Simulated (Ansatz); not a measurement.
Species, as SMILES: [F][Al][F], doublet.
Atoms: Al1, F2, F3. Bonds: Al1-F2, Al1-F3.

How fast the optimised Al1-F2 bond length converges with the basis for several methods (Ansatz, a program for electronic structure): deviation from each method's own reference, in Å. References: B3LYP 1.6519 Å, the value in def2-QZVPPD; HF 1.6239 Å, the value in def2-QZVPPD; MP2 1.6515 Å, the value in def2-QZVPP; PBE 1.6651 Å, the value in def2-QZVPPD. Cartesian d functions, on some or all atoms, in 6-31G*, 6-311G**; all else is spherical. In correlated methods cores are frozen. Open shells are unrestricted. No added dispersion term, no relativity. The reference of a correlated method is not its basis-set limit, which lies further on.

| basis | functions | B3LYP | HF | MP2 | PBE |
|---|---|---|---|---|---|
| def2-SVP | 46 | 0.0131 | 0.0242 | (withheld) | 0.0126 |
| 6-31G* | 49 | 0.0042 | 0.0123 | (withheld) | 0.0039 |
| cc-pV(D+d)Z | 51 | 0.0138 | 0.0247 | (withheld) | 0.0148 |
| 6-311G** | 63 | 0.0196 | 0.0238 | (withheld) | 0.0193 |
| aug-cc-pV(D+d)Z | 78 | 0.0100 | 0.0117 | (withheld) | 0.0117 |
| pcseg-2 | 94 | -0.0016 | -0.0013 | (withheld) | -0.0019 |
| def2-TZVP | 99 | 0.0014 | 0.0007 | (withheld) | 0.0016 |
| 6-311++G(3df,3pd) | 125 | 0.0072 | 0.0071 | (withheld) | 0.0078 |
| jun-cc-pV(T+d)Z | 126 | 0.0029 | 0.0028 | (withheld) | 0.0032 |
| def2-TZVPPD | 128 | 0.0018 | 0.0010 | (withheld) | 0.0022 |
| cc-pCVTZ | 145 | 0.0035 | 0.0044 | (withheld) | 0.0033 |
| cc-pV(Q+d)Z | 174 | -0.0011 | -0.0004 | (withheld) | -0.0013 |

**Question.** What belongs in the gaps?

**Answer.** 
- def2-SVP, MP2: 0.0141
- 6-31G*, MP2: 0.0073
- cc-pV(D+d)Z, MP2: 0.0189
- 6-311G**, MP2: 0.0133
- aug-cc-pV(D+d)Z, MP2: 0.0169
- pcseg-2, MP2: -0.0022
- def2-TZVP, MP2: 0.0004
- 6-311++G(3df,3pd), MP2: 0.0090
- jun-cc-pV(T+d)Z, MP2: 0.0051
- def2-TZVPPD, MP2: 0.0031
- cc-pCVTZ, MP2: 0.0031
- cc-pV(Q+d)Z, MP2: -0.0007

Mean absolute deviation over 6-311G**, pcseg-2, def2-TZVP, 6-311++G(3df,3pd), jun-cc-pV(T+d)Z, def2-TZVPPD, cc-pCVTZ: MP2 0.0052, B3LYP 0.0054, PBE 0.0056, HF 0.0059 Å.
